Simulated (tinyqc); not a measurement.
Inside a calculation. Method: Hueckel theory of the pi electrons, for the molecule c1ccsc1 (SMILES; centres numbered as the heavy atoms are written). One step of it, computed by the program tinyqc.

Problem. Energy, charges, bond orders. E = sum n x; q_r = z_r - P_rr; bond order p = P_rs; free valence = sqrt(3) - sum of p over the bonds of the atom.

x values: [1.947411, 1.000000, 0.618034, -0.947411, -1.618034]

occupations: [2.000000, 2.000000, 2.000000, 0.000000, 0.000000]

charge and bond-order matrix P, order 1C, 2C, 3C, 4S, 5C:
$$\begin{pmatrix}
1.099007 & 0.546220 & -0.101769 & -0.230602 & 0.792658 \\
0.546220 & 1.099007 & 0.792658 & -0.230602 & -0.101769 \\
-0.101769 & 0.792658 & 1.050885 & 0.449078 & -0.396329 \\
-0.230602 & -0.230602 & 0.449078 & 1.700217 & 0.449078 \\
0.792658 & -0.101769 & -0.396329 & 0.449078 & 1.050885
\end{pmatrix}$$

Centres:
```
centre  z_r, pi electrons of the neutral centre         h
1C                                            1  0.000000
2C                                            1  0.000000
3C                                            1  0.000000
4S                                            2  1.000000
5C                                            1  0.000000
```

Bonds:
```
i  j         k
1  2         1
2  3         1
3  4  0.650000
4  5  0.650000
5  1         1
```

Give: pi energy = 6 alpha + this times beta; pi charges; Bond orders and lengths from R = 1.517 - 0.180 p; free valence of the carbons; gap between the highest filled and the next level.

Solution.

pi energy = 6 alpha + this times beta = 7.131

pi charges: 1C -0.099, 2C -0.099, 3C -0.051, 4S 0.300, 5C -0.051

Bond orders and lengths from R = 1.517 - 0.180 p (angstrom, C-C alone):
```
bond      p      R
1-2   0.546  1.419
2-3   0.793  1.374
3-4   0.449      -
4-5   0.449      -
5-1   0.793  1.374
```

free valence of the carbons: 1C 0.393, 2C 0.393, 3C 0.490, 5C 0.490

gap between the highest filled and the next level = 1.565 |beta|
